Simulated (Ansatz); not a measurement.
# SiO− (doublet): wave-function methods side by side, aug-cc-pVTZ

The task here is to estimate one member of a computed series from the others.

Method: aug-cc-pVTZ, core rule «outside noble gas», up to 6 orbitals frozen; program: Ansatz 0.2.0, Gaussian basis.

To be run: UHF; CCSD(T) on ROHF; CCSD(T) on UHF; BCCD(T) on ROHF; CCSDT(Q) on ROHF; CCSDT(Q) on UHF; CASSCF and MRCISD+Q, 11 electrons in 8 orbitals; CASSCF and NEVPT2, 11 electrons in 8 orbitals.

4 further runs of the same task are left out: 4 set aside as unsound or not needed.

## What is computed

The geometry is a PBE0/def2-TZVPD stationary point (not a proven minimum).

2 atoms, charge -1, spin multiplicity 2.

Atoms are counted from 1 here; the program's logs count them from 0.

Bond lengths: Si1–O2 1.561 Å.

The first run:

Contents of in.yaml:

```yaml
crystal:
  periodic: [false, false, false]
  atoms:
    - {symbol: Si, position_ang: [0.000000, 0.000000, 0.000000]}
    - {symbol: O, position_ang: [0.000000, 0.000000, 1.560700]}
basis:
  gaussian: {orbitals: aug-cc-pVTZ}
total_charge: -1
magnetization: {spin_polarized: true, initial_magnetization: 1}
hamiltonian: {xc: hf}
output: {orbitals: {seedname: orbitals}}
```

Launch:

```bash
$ ansatz run in.yaml --threads 1 --pin off --events-out ev --progress --plain --max-ram 2816MiB --backend cpu
```

Among the steps run: UHF; CCSD(T) on ROHF; CCSD(T) on UHF; BCCD(T) on ROHF; CCSDT(Q) on ROHF; CCSDT(Q) on UHF; CASSCF and MRCISD+Q, 11 electrons in 8 orbitals; CASSCF and NEVPT2, 11 electrons in 8 orbitals.

One of the session's tables, all rows but one given; the rest of the session is left out.

It belongs to the step «Misses and costs». 

| method | from UCCSDT(Q) (kJ/mol) |
| --- | --- |
| ROHF | +997.0 |
| UHF | +987.8 |
| RMP2 | ? |
| UMP2 | +64.0 |
| RCCSD | +56.5 |
| UCCSD | +56.0 |
| RCCSD(T) | +5.1 |
| UCCSD(T) | +5.2 |
| BCCD(T) | +4.6 |
| RCCSDT | +4.2 |
| UCCSDT | +4.2 |
| RCCSDT(Q) | +1.3 |
| UCCSDT(Q) | 0 |
| CASSCF valence | +811.0 |
| NEVPT2 valence | +161.9 |
| MRCISD valence | +91.3 |
| MRCISD+Q valence | +21.2 |

Q: Estimate the row for RMP2 from the others.

**Answer.** from UCCSDT(Q) (kJ/mol): +60.5. In the column «from UCCSDT(Q) (kJ/mol)» it lies between RCCSD (+56.5) and UMP2 (+64.0).

Limits of these values: Restricted and unrestricted rows rest on different reference determinants; where their highest levels disagree by more than a few hundredths of an eV, they describe different states and don't form one ladder.
